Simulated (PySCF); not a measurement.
# doublet [SiNH5]+ at 6 levels

Aim: a comparison of 6 runs (UB2PLYP/STO-3G, UB3LYP/STO-3G, UPBE0/STO-3G, UMP2/STO-3G, UCCSD(T)/STO-3G, FCI/STO-3G) of doublet [SiNH5]+. The job is set up through a Python script.

The calculation is run with PySCF 2.14.0.

2 further runs of the same task are left out: 2 set aside as unsound or not needed.

## 1. The system as given

The species is [SiNH5]+ (7 atoms), meant as a doublet with charge +1. SMILES of the parent species: `[H][Si]([H])([H])N`. The coordinates come from a GFN2-xTB relaxation. That shape belongs to the parent species and isn't relaxed for this state.

Bond lengths: Si1–N2 1.723 Å, N2–H3 1.007 Å, N2–H4 1.007 Å, Si1–H5 1.460 Å, Si1–H6 1.461 Å, Si1–H7 1.472 Å. Angles: Si1–N2–H3 118.6°, Si1–N2–H4 118.6°, N2–Si1–H5 105.0°, N2–Si1–H6 105.1°, N2–Si1–H7 115.3°, H3–N2–H4 109.5°, H5–Si1–H6 113.3°, H5–Si1–H7 109.2°, H6–Si1–H7 109.1°.

## 2. The energy at UB2PLYP/STO-3G (run 1)

Input file input.xyz:

```xyz
7
H5NSi
Si    -0.000690     0.002380    -0.682990
N      0.090660     0.178690     1.028560
H      0.707680    -0.428190     1.543790
H     -0.763660     0.307400     1.545850
H      1.387750    -0.009920    -1.135540
H     -0.747920     1.169350    -1.146100
H     -0.673820    -1.219710    -1.153570
```

Input file run.py:

```python
from pyscf import gto, dft, mp

mol = gto.Mole()
mol.atom = 'input.xyz'
mol.basis = 'sto-3g'
mol.spin = 1
mol.charge = 1
mol.verbose = 4
mol.max_memory = 1860
mol.build()

mf = dft.UKS(mol)
mf.xc = '0.53*HF + 0.47*B88, 0.73*LYP'
mf.grids.level = 5
mf.conv_tol = 1e-10
mf.kernel()
if not mf.converged:
    mf = mf.newton().run(mf.mo_coeff, mf.mo_occ)

pt = mp.MP2(mf, frozen=6).run()
energy = mf.e_tot + 0.27 * pt.e_corr
print('PT2 part  %.8f' % (0.27 * pt.e_corr))
print('E(%s) = %.9f' % ('B2PLYP', energy))
```

The run is started by

```bash
$ OMP_NUM_THREADS=1 python run.py
```

The program printed:

```text
PySCF version 2.14.0

[... 58 lines left out ...]
WARN: HOMO -0.269904850669645 >= LUMO -0.269904850669646
[... 46 lines left out ...]
converged SCF energy = -342.626725729395  <S^2> = 0.75681394  2S+1 = 2.0068024
[... 1 line left out ...]
******** <class 'pyscf.mp.ump2.UMP2'> ********
nocc = (np.int64(7), np.int64(6)), nmo = (13, 13)
frozen orbitals 6
E(UMP2) = -342.728636803848  E_corr = -0.101911074453133
E(SCS-UMP2) = -342.741147284889  E_corr = -0.114421555494291
E_corr(same-spin) = -0.00908276982631003
E_corr(oppo-spin) = -0.0928283046268234
PT2 part  -0.02751599
E(B2PLYP) = -342.654241719
```

Wall time 6 s (1 thread of Arm Neoverse V1, shared host); peak memory 0.21 GiB.

## 3. The energy at UB3LYP/STO-3G (run 2)

Input file input.py:

```python
from pyscf import gto, dft

system = gto.M(
    atom=[
    ('Si', (-0.000690, 0.002380, -0.682990)),
    ('N', (0.090660, 0.178690, 1.028560)),
    ('H', (0.707680, -0.428190, 1.543790)),
    ('H', (-0.763660, 0.307400, 1.545850)),
    ('H', (1.387750, -0.009920, -1.135540)),
    ('H', (-0.747920, 1.169350, -1.146100)),
    ('H', (-0.673820, -1.219710, -1.153570)),
],
    basis='sto-3g',
    max_memory=1860,
    spin=1,
    verbose=4,
    charge=1,
)

mf = dft.UKS(system)
mf.xc = 'b3lyp'
mf.grids.level = 5
mf.conv_tol = 1e-10
mf.kernel()
if not mf.converged:
    mf = mf.newton().run(mf.mo_coeff, mf.mo_occ)

e_final = mf.e_tot
print('E(%s) = %.9f' % ('B3LYP', e_final))
```

The run is started by

```bash
$ OMP_NUM_THREADS=1 python input.py
```

The program printed:

```text
PySCF version 2.14.0

[... 97 lines left out ...]
converged SCF energy = -342.891609578329  <S^2> = 0.75460491  2S+1 = 2.0045996
E(B3LYP) = -342.891609578
```

Wall time 5.7 s (1 thread of Arm Neoverse V1, shared host); peak memory 0.21 GiB.

Run 3 isn't shown in full; the table further down has it.

## 4. A single-point energy at UMP2/STO-3G (run 4)

Input file calc.py:

```python
from pyscf import gto, mp

mol = gto.M(
    atom=[
    ('Si', (-0.000690, 0.002380, -0.682990)),
    ('N', (0.090660, 0.178690, 1.028560)),
    ('H', (0.707680, -0.428190, 1.543790)),
    ('H', (-0.763660, 0.307400, 1.545850)),
    ('H', (1.387750, -0.009920, -1.135540)),
    ('H', (-0.747920, 1.169350, -1.146100)),
    ('H', (-0.673820, -1.219710, -1.153570)),
],
    verbose=3,
    spin=1,
    max_memory=1860,
    charge=1,
    basis='sto-3g',
)

hf = mol.UHF()
hf.conv_tol = 1e-10
hf.kernel()
if not hf.converged:
    hf = hf.newton().run(hf.mo_coeff, hf.mo_occ)

pt = mp.MP2(hf, frozen=6).run()
energy = pt.e_tot
print(f'total energy: {energy:.8f} hartree')
```

The run is started by

```bash
$ OMP_NUM_THREADS=1 python calc.py
```

The program printed:

```text
converged SCF energy = -342.032720486585  <S^2> = 0.76093037  2S+1 = 2.0109007
E(UMP2) = -342.109906039338  E_corr = -0.0771855527531443
E(SCS-UMP2) = -342.120438532539  E_corr = -0.0877180459541605
total energy: -342.10990604 hartree
```

Wall time 0.78 s (1 thread of Arm Neoverse V1, shared host); peak memory 0.12 GiB.

Run 5 isn't shown in full; the table further down has it.

## 5. A single-point energy at FCI/STO-3G (run 6)

Input file job.py:

```python
from pyscf import gto, mcscf

mol = gto.M(
    atom='''
Si      -0.000690       0.002380      -0.682990
N        0.090660       0.178690       1.028560
H        0.707680      -0.428190       1.543790
H       -0.763660       0.307400       1.545850
H        1.387750      -0.009920      -1.135540
H       -0.747920       1.169350      -1.146100
H       -0.673820      -1.219710      -1.153570
''',
    basis='sto-3g',
    verbose=3,
    charge=1,
    max_memory=1860,
    spin=1,
)

hf = mol.ROHF()
hf.conv_tol = 1e-10
hf.kernel()
if not hf.converged:
    hf = hf.newton().run(hf.mo_coeff, hf.mo_occ)

cas = mcscf.CASCI(hf, hf.mo_coeff.shape[-1] - 6, (mol.nelec[0] - 6, mol.nelec[1] - 6))  # full CI above the frozen core
cas.fix_spin_(ss=0.75)
cas.kernel()
e_tot = cas.e_tot
print('E = %.10f Eh' % e_tot)
```

The run is started by

```bash
$ OMP_NUM_THREADS=1 python job.py
```

The program printed:

```text
converged SCF energy = -342.029737487529
CASCI E = -342.145054985914  E(CI) = -38.5065484789087  S^2 = 0.7500000
E = -342.1450549859 Eh
```

It took 89 s on 1 thread of Arm Neoverse V1, shared host; peak memory 0.76 GiB.

## 6. Overview of the runs

| run | level | frozen core orbitals | integration grid | energy (Eh) | HOMO energy (eV) | LUMO energy (eV) | ⟨S²⟩ | wall time |
| --- | --- | --- | --- | --- | --- | --- | --- | --- |
| 1 | UB2PLYP/STO-3G | 6 | 5 | -342.654242 | -15.95 | -8.20 | 0.757 | 6 s |
| 2 | UB3LYP/STO-3G | – | 5 | -342.891610 | -14.66 | -10.85 | 0.755 | 5.7 s |
| 3 | UPBE0/STO-3G | – | 5 | -342.707975 | -14.82 | -10.41 | 0.755 | 5.4 s |
| 4 | UMP2/STO-3G | 6 | – | -342.109906 | -17.84 | -3.67 | 0.761 | 0.78 s |
| 5 | UCCSD(T)/STO-3G | 6 | – | -342.144625 | -17.84 | -3.67 | 0.761 | 0.82 s |
| 6 | FCI/STO-3G | 6 | – | -342.145055 | – | – | – | 89 s |

## 7. What came out

| quantity | value |
| --- | --- |
| run 6: total energy | -342.14505 Eh |
| run 6: correlation energy (6 core orbitals frozen) | -115.3 mEh |

What this shows: Against full CI in this basis: UMP2 +35.1 mEh; UCCSD(T) +0.4 mEh. Totals of different functionals can't be ranked against each other. In runs 1, 2, 3, 4, 5, 6 the basis is minimal, so the values are rough. All runs together took 1.8 min, the longest 89 s.
